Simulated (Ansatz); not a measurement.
# SiH₅ (doublet): from Hartree-Fock to the top rungs at distance Si1–H5 along a hydrogen transfer = 1.988 Å, 6-31G

Aim: climb from Hartree-Fock through coupled cluster and multireference methods for SiH₅ (doublet) at one geometry and basis, and see what each rung misses.

Computed with Ansatz 0.2.0, Gaussian basis. Level: 6-31G, core rule «outside noble gas», up to 5 orbitals frozen.

Plan: UHF; CCSD(T) on ROHF; CCSD(T) on UHF; BCCD(T) on ROHF; CISD; CCSDT(Q) on ROHF; CCSDT(Q) on UHF; CCSDTQ on ROHF; CASSCF and MRCISD+Q, 3 electrons in 3 orbitals; CASSCF and NEVPT2, 3 electrons in 3 orbitals; CASSCF and MRCISD+Q, 9 electrons in 9 orbitals; CASSCF and MRCISD+Q(relaxed), 9 electrons in 9 orbitals; CASSCF and NEVPT2, 9 electrons in 9 orbitals; Full CI.

10 further runs of the same task are left out: 9 that didn't finish, 1 set aside as unsound or not needed.

## 1. The geometry

The geometry derives from fragments relaxed apart (PBE0/def2-TZVP) and kept rigid, so it is no stationary point. A hydrogen atom is moved between rigid fragments.

6 atoms, charge 0, spin multiplicity 2.

Atoms are counted from 1 here; the program's logs count them from 0.

Bond lengths: Si1–H2 1.485 Å, Si1–H3 1.485 Å, Si1–H4 1.485 Å, H5–H6 0.829 Å. Angles: H2–Si1–H3 109.5°, H2–Si1–H4 109.5°, H3–Si1–H4 109.5°.

## 2. UHF

The input, in.yaml:

```yaml
crystal:
  periodic: [false, false, false]
  atoms:
    - {symbol: Si, position_ang: [-0.101033, 0.000000, 0.000000]}
    - {symbol: H, position_ang: [-0.595905, 1.399708, 0.000000]}
    - {symbol: H, position_ang: [-0.595905, -0.699854, 1.212183]}
    - {symbol: H, position_ang: [-0.595905, -0.699854, -1.212183]}
    - {symbol: H, position_ang: [1.886967, 0.000000, 0.000000]}
    - {symbol: H, position_ang: [2.715967, 0.000000, 0.000000]}
basis:
  gaussian: {orbitals: 6-31G}
magnetization: {spin_polarized: true, initial_magnetization: 1}
hamiltonian: {xc: hf}
output: {orbitals: {seedname: orbitals}}
```

Started as:

```
$ ansatz run in.yaml --threads 1 --pin off --events-out ev --progress --plain --max-ram 2393MiB
```

Further steps of the session: CCSD(T) on ROHF; CCSD(T) on UHF; BCCD(T) on ROHF; CISD; CCSDT(Q) on ROHF; CCSDT(Q) on UHF; CCSDTQ on ROHF; CASSCF and MRCISD+Q, 3 electrons in 3 orbitals; CASSCF and NEVPT2, 3 electrons in 3 orbitals; CASSCF and MRCISD+Q, 9 electrons in 9 orbitals; CASSCF and MRCISD+Q(relaxed), 9 electrons in 9 orbitals; CASSCF and NEVPT2, 9 electrons in 9 orbitals; Full CI.

**Question.** What will the summary of the whole plan be? Wanted: FCI below the RHF energy; RMP2 from FCI; UMP2 from FCI; RCCSD from FCI; RCCSD(T) from FCI; UCCSD(T) from FCI; RCCSDT(Q) from FCI; UCCSDT(Q) from FCI; NEVPT2 pair from FCI.

As calculated:

| quantity | value |
| --- | --- |
| FCI below the RHF energy | -2.7392 eV |
| RMP2 from FCI | +18.75 kcal/mol |
| UMP2 from FCI | +18.38 kcal/mol |
| RCCSD from FCI | +0.85 kcal/mol |
| RCCSD(T) from FCI | +0.26 kcal/mol |
| UCCSD(T) from FCI | +0.26 kcal/mol |
| RCCSDT(Q) from FCI | +0.01 kcal/mol |
| UCCSDT(Q) from FCI | +0.01 kcal/mol |
| NEVPT2 pair from FCI | +14.66 kcal/mol |
| NEVPT2 valence from FCI | +5.18 kcal/mol |
| MRCISD+Q valence from FCI | +0.31 kcal/mol |
| levels within 1 kcal/mol (43 meV) | RCCSD, UCCSD, RCCSD(T), UCCSD(T), BCCD(T), RCCSDT, UCCSDT, RCCSDT(Q), UCCSDT(Q), RCCSDTQ, MRCISD valence, MRCISD+Q valence, MRCISD+Q(relaxed) valence |
| T1 diagnostic | 0.018 |
| effectively unpaired electrons | 1.03 |

RCCSD(T) misses by +0.26 kcal/mol, 0.4 % of the correlation energy. One determinant dominates. Of the multireference levels listed MRCISD+Q(relaxed) valence comes nearest in total energy (+0.01 kcal/mol), which doesn't show that its space is the better one. These misses are within one basis, not against nature; the frozen cores of restricted and unrestricted runs differ, which can shift their rows.
